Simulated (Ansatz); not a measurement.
in.yaml

```yaml
crystal:
  periodic: [false, false, false]
  atoms:
    - {symbol: Al, position_ang: [0.000000, 0.000000, -0.102095]}
    - {symbol: H, position_ang: [0.000000, 0.899579, 1.366496]}
    - {symbol: H, position_ang: [0.000000, -0.899579, 1.366496]}
basis:
  gaussian: {orbitals: def2-TZVP, point_charges: [{charge: 1.00, position_ang: [3.567, -0.251, 0.061]}]}
total_charge: 1
magnetization: {spin_polarized: false, initial_magnetization: 2}
correlation: {active_space: {ras: {orbitals: [1, 2, 41], electrons: 4, max_holes: 3, max_particles: 3}, fixed_orbitals: true}}
```

```sh
$ ansatz run in.yaml --threads 1 --pin off --events-out ev --progress --plain --max-ram 2393MiB
```

Output:

```
328 factors; integrals over basis functions are off by at most 1.3e-3 eV
mean field evaluation 1: about -6599.4539 eV, gradient 6.3e0 eV
mean field evaluation 2: about -6599.4610 eV, gradient 6.3e0 eV
mean field evaluation 4: about -6599.8207 eV, gradient 5.2e-1 eV
mean field evaluation 8: about -6599.8271 eV, gradient 1.0e-2 eV
mean field evaluation 16: about -6599.8221 eV, gradient 2.3e-1 eV
mean field -6599.82707855 eV, -242.5391716134 hartree, gradient 4.3e-6 eV, S^2 2.000000; 2 other end points of the search recorded, 0 dependent functions left out
reference -6599.82707855 eV, -242.5391716134 hartree; 8, 6 occupied and 41, 43 virtual orbitals, 328 factors
state -6601.64900658 eV, -242.6061262332 hartree
Total energy: -6601.64900658 eV, -242.6061262332 hartree
```

Natural occupations: 1.9257 0.9972 0.9844 0.0265 0.0211 0.0170 0.0073 0.0043 0.0040 0.0033 0.0030 0.0017 0.0016 0.0005 0.0004 0.0004 0.0003 0.0002 0.0002 0.0001 0.0001 0.0001 0.0001 0.0001.

Ran on 1 thread of Intel Xeon, shared host: 3.8 s wall, 0.13 GiB peak host memory.
